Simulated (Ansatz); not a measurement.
Relaxation of C2H2OS2 (7 atoms, charge 0, multiplicity 1), to a largest force component of 0.015 eV/Å in at most 40 steps.

All numbers below come from RKS B3LYP-D4/def2-SVP in Ansatz 0.2.0.

```xyz
7
Properties=species:S:1:pos:R:3:forces:R:3
O -1.417 -0.930 0.354 -0.43 -0.12 -0.58
C -0.613 -0.548 1.147 -0.83 -0.64 0.31
S 0.797 0.357 0.707 1.14 0.88 -0.81
C 1.578 0.623 2.233 0.16 -0.42 1.42
S 3.050 1.294 2.451 -0.43 -0.05 -0.19
H -0.700 -0.775 2.217 0.07 0.00 0.78
H 1.009 0.224 3.136 0.32 0.36 -0.92
```

Problem. Where does it end, and by what steps?

Solution. It converged. After 6 steps the energy has fallen by 0.112 eV; H7 moved furthest, 0.10 Å.

```csv
step,energy less start (eV),largest force component (eV/Å),accepted
0,0.0000,1.424,yes
1,0.1496,1.936,no
2,-0.0964,0.519,yes
3,-0.1029,0.550,yes
4,-0.1080,0.383,yes
5,-0.1123,0.051,yes
6,-0.1124,0.005,yes
```

```xyz
7
Properties=species:S:1:pos:R:3
O -1.452 -0.932 0.377
C -0.630 -0.555 1.153
S 0.863 0.349 0.662
C 1.601 0.587 2.235
S 3.004 1.353 2.500
H -0.684 -0.712 2.260
H 1.005 0.154 3.058
```

Whether the end is a true minimum wasn't checked by a vibrational analysis.

The run took 29 s on 1 thread of Arm Neoverse V1, with other jobs on the host, peak memory 0.27 GiB.
